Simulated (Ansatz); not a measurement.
# H2O + HS radical: a complex and its separated parts

The complex below is one end of an elementary step. How strongly is it bound against its free parts?

Program: Ansatz 0.2.0, Gaussian basis. Level of theory: PBE0-D4/def2-TZVP structures, single points in def2-TZVPP, no counterpoise correction. These are calculated values, not measurements.

Levels: SPW92, PBE-D4, BLYP-D4, r2SCAN-D4, B97M-V, PBE0-D4, B3LYP-D4, r2SCAN0-D4, BHLYP-D4, CAM-B3LYP-D4, wB97X-V, wB97M-V, B2PLYP, PBE-QIDH, RPA on PBE, Hartree-Fock, MP2, CCSD, CCSD(T).

Cores are frozen in the correlated methods. Orbitals are unrestricted. B3LYP uses VWN-RPA correlation. B2PLYP carries no dispersion term here.

79 further runs of the same task are left out: 1 that didn't finish, 78 set aside as unsound or not needed.

## Step 1: The system as given

The complex: 5 atoms, charge 0, spin multiplicity 2.

Atoms are counted from 1 here; the program's logs count them from 0.

Bond lengths: H1–O2 0.961 Å, O2–H4 0.961 Å, S3–H5 1.343 Å. Angles: H1–O2–H4 105.4°.

Geometry (Å):

```
H    -0.10732   -1.43189    0.07572
O     0.09783   -0.81921   -0.63578
S    -0.23163    1.34669    1.08009
H    -0.74264   -0.63207   -1.06272
H     0.98385    1.53648    0.54260
```

Its parts: H2O holds atoms 1, 2, 4; HS radical holds atoms 3, 5. Each part counts its atoms afresh in its own runs.

## Step 2: Relaxing H2O alone

relax-a/in.yaml reads:

```yaml
crystal:
  periodic: [false, false, false]
  atoms:
    - {symbol: H, position_ang: [-0.107317, -1.431887, 0.075718]}
    - {symbol: O, position_ang: [0.097826, -0.819211, -0.635776]}
    - {symbol: H, position_ang: [-0.742637, -0.632070, -1.062725]}
basis:
  gaussian: {orbitals: def2-TZVP}
hamiltonian: {xc: pbe0, dispersion: d4}
relax: {f_tol: 0.005, max_steps: 200}
```

Run with:

```console
> ansatz run in.yaml --threads 2 --pin off --events-out ev --progress --plain --max-ram 4352MiB
```

After this run come: Relaxing HS radical alone; SPW92/def2-TZVPP; PBE-D4/def2-TZVPP; BLYP-D4/def2-TZVPP; r2SCAN-D4/def2-TZVPP; B97M-V/def2-TZVPP; PBE0-D4/def2-TZVPP; B3LYP-D4/def2-TZVPP; r2SCAN0-D4/def2-TZVPP; BHLYP-D4/def2-TZVPP; CAM-B3LYP-D4/def2-TZVPP; wB97X-V/def2-TZVPP; wB97M-V/def2-TZVPP; B2PLYP/def2-TZVPP; PBE-QIDH/def2-TZVPP; RPA on PBE/def2-TZVPP; CCSD(T)/def2-TZVPP; CCSD(T)/def2-QZVPP; Vibrations of H2O; Vibrations of HS radical.

What does the calculation give? Wanted: complex less parts, CCSD(T)/def2-TZVPP; with zero-point energy; largest T1 diagnostic.

**Answer**, as computed:

| quantity | value |
| --- | --- |
| complex less parts, CCSD(T)/def2-TZVPP | -0.065 eV |
| with zero-point energy | -0.002 eV |
| largest T1 diagnostic | 0.012 |

In words: At CCSD(T) the complex lies 0.065 eV below its parts. The functionals run from PBE-QIDH, off by -0.024 eV, to SPW92, off by -0.338 eV, against CCSD(T). Mean unsigned error by rung: LDA 0.338, GGA 0.171, meta-GGA 0.129, hybrid 0.078, range-separated hybrid 0.078, double hybrid 0.026 eV. PBE-D4 gives a relative energy 0.183 eV too low, an error of 283 % of the reference. No counterpoise was applied, and triple zeta lacks some correlation, so the CCSD(T) reference has a basis error of its own, and close matches with it are partly luck.
